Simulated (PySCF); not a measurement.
One molecule, many functionals

AlH (singlet state).
Hydrogens: H2 on Al1.

Linear-response calculations in the def2-SVPD basis (PySCF; singlets by full response, triplets Tamm–Dancoff, core orbitals frozen in the response; HF means time-dependent Hartree–Fock). 'Strongest' is the level of largest summed f among the singlets computed (10 roots, of which the last may lack a degenerate partner); it can jump between rows when another state enters that window. S1 is the lowest singlet of each run and needn't be the same state throughout; f(S1) is that of one state. Geometry: PBE0-D3(BJ)/def2-SVP; no solvent, vibrations or thermal averaging.

```
functional                               kind  S1 (eV)  f(S1)  strongest (eV)  T1 (eV)  HOMO (eV)  gap (eV)  ionisation energy, ΔSCF (eV)
       LDA                                LDA     2.72  0.035            7.68     1.78      -4.90      2.24                          8.22
       PBE                                GGA     2.80  0.040            7.63     1.66      -4.88      2.34                          8.13
      PBE0  global hybrid, 25% exact exchange     2.88  0.047            7.84     1.64      -5.80      4.02                          8.13
 BHandHLYP  global hybrid, 50% exact exchange     2.98  0.052            8.14     1.75      -6.61      5.68                          8.09
 CAM-B3LYP             range-separated hybrid     2.89  0.044            8.02     1.74      -6.99      6.26                          8.22
   wB97X-D             range-separated hybrid     2.88  0.048            7.92     1.85      -7.59      7.49                          8.23
   LC-wPBE             range-separated hybrid     2.88  0.051            8.13     1.51      -8.20      8.43                          8.15
        HF                       Hartree–Fock     3.04  0.067            8.65     1.27      -7.83      8.80                   not settled
```

**Question.** What does B3LYP (global hybrid, 20% exact exchange) give?

**Answer.** S1 (eV) 2.91, f(S1) 0.044, strongest (eV) 7.84, T1 (eV) 1.80, HOMO (eV) -5.65, gap (eV) 3.72, ionisation energy, ΔSCF (eV) 8.24. S1 runs from 2.72 eV (LDA) to 3.04 eV (HF), a spread of 0.32 eV, while the orbital gap spreads over 6.6 eV. −ε(HOMO) comes closest to its own ΔSCF ionisation energy with LC-wPBE (+0.05 eV) and misses most with LDA (-3.32 eV). 'Not settled' means that the ion's SCF failed to converge or may have ended in another state than the lowest.
